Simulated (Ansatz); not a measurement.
The input, for Ansatz 0.2.0:

```yaml
crystal:
  periodic: [false, false, false]
  atoms:
    - {symbol: Si, position_ang: [0.000614, -0.057778, -0.057377]}
    - {symbol: H, position_ang: [-0.030465, 2.868384, 2.848477]}
    - {symbol: H, position_ang: [-0.015883, -1.135410, 1.027610]}
    - {symbol: H, position_ang: [0.017111, 1.019854, -1.142364]}
    - {symbol: H, position_ang: [0.012139, -1.142885, -1.134953]}
basis:
  gaussian: {orbitals: cc-pVTZ}
magnetization: {spin_polarized: false, initial_magnetization: 2}
correlation: {method: ccsdt_q, electrons: outside_noble_gas}
```

```sh
$ ansatz run in.yaml --threads 2 --pin off --events-out ev --progress --plain --max-ram 16896MiB --backend cuda --devices 0, --max-vram 18GiB
```

Log:

```
1073 factors; integrals over basis functions are off by at most 2.3e-7 eV
mean field evaluation 1: about -7919.1473 eV, gradient 1.1e1 eV
mean field evaluation 2: about -7919.1488 eV, gradient 1.1e1 eV
mean field evaluation 4: about -7920.0607 eV, gradient 1.3e0 eV
mean field evaluation 8: about -7920.0824 eV, gradient 5.7e-2 eV
mean field evaluation 16: about -7920.0572 eV, gradient 1.3e0 eV
mean field evaluation 32: about -7919.7436 eV, gradient 1.9e0 eV
mean field evaluation 64: about -7919.1933 eV, gradient 1.3e-4 eV
mean field evaluation 96: about -7919.1933 eV, gradient 8.6e-4 eV
mean field -7920.08244205 eV, -291.0576613205 hartree, gradient 2.7e-6 eV, S^2 2.000000; 6 other end points of the search recorded, 0 dependent functions left out
mean field evaluation 128: about -7920.2252 eV, gradient 1.3e0 eV
determinant -7920.08244205 eV, -291.0576613205 hartree, with singles and doubles -7924.57968753 eV, -291.2229320438 hartree
determinant -7919.19327631 eV, -291.0249850825 hartree, with singles and doubles -7923.48513362 eV, -291.1827079295 hartree
5 core orbitals not correlated: weight in the atoms' cores, before any rotation towards them, 1.000 or more for the frozen orbitals, at most 0.000 for the correlated occupied ones
reference -7920.08244205 eV, -291.0576613205 hartree; 5, 3 occupied and 80, 82 virtual orbitals, 1073 factors
second order -3.53492296 eV of doubles, -0.06366661 eV of singles
cycle   1  -4.13626530 eV  change   -5.4e-1 eV  update   7.1e-2
cycle   2  -4.50133456 eV  change   -3.7e-1 eV  update   3.3e-2
cycle   3  -4.54730375 eV  change   -4.6e-2 eV  update   1.4e-2
cycle   4  -4.54116725 eV  change    6.1e-3 eV  update   6.6e-3
cycle   5  -4.54592250 eV  change   -4.8e-3 eV  update   2.9e-3
cycle   6  -4.54568261 eV  change    2.4e-4 eV  update   1.7e-3
cycle   7  -4.54503489 eV  change    6.5e-4 eV  update   7.7e-4
cycle   8  -4.54604522 eV  change   -1.0e-3 eV  update   4.6e-4
cycle   9  -4.54616896 eV  change   -1.2e-4 eV  update   2.3e-4
cycle  10  -4.54583435 eV  change    3.3e-4 eV  update   1.1e-4
cycle  11  -4.54590024 eV  change   -6.6e-5 eV  update   4.9e-5
cycle  12  -4.54594967 eV  change   -4.9e-5 eV  update   2.0e-5
cycle  13  -4.54597200 eV  change   -2.2e-5 eV  update   7.8e-6
cycle  14  -4.54597461 eV  change   -2.6e-6 eV  update   4.0e-6
cycle  15  -4.54596887 eV  change    5.7e-6 eV  update   2.6e-6
cycle  16  -4.54596770 eV  change    1.2e-6 eV  update   1.7e-6
cycle  17  -4.54596823 eV  change   -5.3e-7 eV  update   1.4e-6
cycle  18  -4.54596902 eV  change   -7.9e-7 eV  update   1.1e-6
cycle  19  -4.54596959 eV  change   -5.7e-7 eV  update   5.8e-7
perturbative correction -0.00502625 eV, -0.0001847113 hartree
Total energy: -7924.63343788 eV, -291.2249073327 hartree
```

For the same geometry and basis UCCSDT(Q) lies 1.1 meV lower.

Ran on 2 threads of AMD EPYC 7R13 with a shared H100 80 GB, shared host: 5 s wall, 0.87 GiB peak host memory.
